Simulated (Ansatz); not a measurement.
## HCBe, doublet in 6-31G: errors against full CI

Geometry: a point of a breathe scan, not a stationary point.

```json
{"atom": "C", "x (Å)": "0.0000", "y (Å)": "0.0000", "z (Å)": "0.1571"}
{"atom": "Be", "x (Å)": "0.0000", "y (Å)": "0.0000", "z (Å)": "-1.2543"}
{"atom": "H", "x (Å)": "0.0000", "y (Å)": "0.0000", "z (Å)": "1.0971"}
```

Basis 6-31G; Ansatz 0.2.0. Correlated methods freeze the noble-gas cores, which leaves 7 electrons in 18 orbitals. R marks a restricted (for open shells ROHF) determinant, U an unrestricted one. Active spaces: valence = (7e, 9o) chosen from the atoms' valence shells; pair = (3e, 3o) about the gap.

Full CI is exact within this basis and frozen core; it isn't the basis-set limit. The frozen core follows each run's orbitals, which can shift R against U totals by a few meV.

Unrestricted rows (U) aren't spin-pure: their determinants' ⟨S²⟩ exceeds S(S+1) by up to 1.01, so they mix in states of higher spin. For open shells CISD and CISDTQ are restricted-active-space CI with the open shells as a complete middle space.

The UHF ⟨S²⟩ is 1.760. The T1 diagnostic (RCCSD) is 0.0274 and the largest doubles amplitude (RCCSD) is 0.118. The T1 diagnostic (UCCSD) is 0.0163.

| level | E − E(full CI) (kcal/mol) | wall time |
| --- | --- | --- |
| RHF† | 76.47 | – |
| UHF | 39.20 | – |
| RMP2† | 18.29 | – |
| UMP2 | 6.31 | – |
| CISD† | 10.61 | 0.48 s |
| RCCSD† | 7.45 | – |
| UCCSD* | -4.50 | – |
| RCCSD(T)† | 5.34 | 0.66 s |
| UCCSD(T)* | -6.47 | 1 s |
| BCCD(T)† | 5.43 | 0.63 s |
| RCCSDT† | 4.82 | – |
| UCCSDT* | 0.18 | – |
| RCCSDT(Q)† | 4.64 | 2.3 s |
| UCCSDT(Q)* | -0.14 | 5.5 s |
| RCCSDTQ† | 4.65 | 15 s |
| UCCSDTQ* | -0.14 | 28 s |
| CASSCF (pair space) | 44.51 | – |
| NEVPT2 (pair space) | 10.12 | 0.27 s |
| MRCISD (pair space) | 1.65 | – |
| MRCISD+Q (pair space) | 0.00 | 0.63 s |
| CASSCF (valence space) | 12.73 | – |
| NEVPT2 (valence space) | 3.87 | 2.2 s |
| MRCISD (valence space) | 0.33 | – |
| MRCISD+Q (valence space) | 0.17 | 3.4 s |

An asterisk marks runs whose energy the program itself flagged as in doubt. A dagger marks rows that describe another state than the reference (another or a broken symmetry, a higher spin or other natural occupations), so the difference isn't the method's error.

Run but not shown, since their state, orbitals or frozen core can't be matched to the reference's or they repeat it: CISDTQ.

Times hold each run's SCF and search for its determinant on a shared host, so for small cases they say little of a method's own cost; they ran on 1 thread of Arm Neoverse V2. Some runs computed forces too.

Not variational, and here over 5 meV under the exact energy: UCCSD, UCCSD(T), UCCSDT(Q), UCCSDTQ.

The restricted determinant belongs to another symmetry than the lowest state (A2); the lowest full-CI state of the determinant's symmetry (B2) lies 0.201 eV higher, and methods that keep that symmetry describe that state.

The full-CI state has the irrep A2 of C2v, in the program's axes (one component, if the state is degenerate).

Natural occupations of full CI about the gap: 1.977 1.975 0.995 0.990 0.990 0.019 0.013 0.011 0.011 0.006; effectively unpaired electrons, Σ n²(2−n)², 3.01. No single determinant describes this state well, so single-reference rows can miss without a flag.
